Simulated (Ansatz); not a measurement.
The first iterations of a band of CH₄OSi (7 atoms, charge 0, multiplicity 1).

Method: RKS PBE-D4/def2-SVP in Ansatz 0.2.0.

- movable images: 9
- climbing image: yes
- spring: 20.0 eV/Å²
- optimiser: quadratic models (default)
- start path: through a guess of the saddle point
- force threshold: 0.05 eV/Å
- iteration limit: 60
- end points: relaxed

Initial state:

```xyz
7
Properties=species:S:1:pos:R:3
C -0.519 0.488 -0.338
O -0.455 -0.445 0.725
Si 0.814 -1.413 1.253
H -1.315 0.184 -1.051
H 0.451 0.560 -0.882
H -0.786 1.489 0.063
H 1.869 -0.931 0.185
```

Final state:

```xyz
7
Properties=species:S:1:pos:R:3
C -0.383 0.618 -0.302
O 0.232 0.218 0.909
Si 1.027 -1.208 1.310
H -0.286 -0.162 -1.092
H 0.083 1.560 -0.662
H -1.460 0.820 -0.122
H 0.848 -1.915 -0.088
```

| iteration | highest image above the first end (eV) | largest band force component (eV/Å) |
| --- | --- | --- |
| 1 | 61.281 | 126.246 |
| 2 | 32.762 | 67.848 |
| 3 | 11.763 | 26.675 |
| 4 | 5.732 | 16.285 |
| 5 | 2.421 | 8.193 |
| 6 | 0.854 | 4.310 |
| 7 | 0.723 | 2.775 |

Question: Does the band converge within its limit, and where does its top end?

Answer: The run converged. It ended after 21 iterations with the highest image 0.056 eV above the first end. Another band between the same ends (9 images) ends at a top of the same energy, where a vibrational analysis finds 1 clearly imaginary mode.

The run took 4.3 min on 1 thread of Arm Neoverse V2 (shared host), peak memory 0.12 GiB.
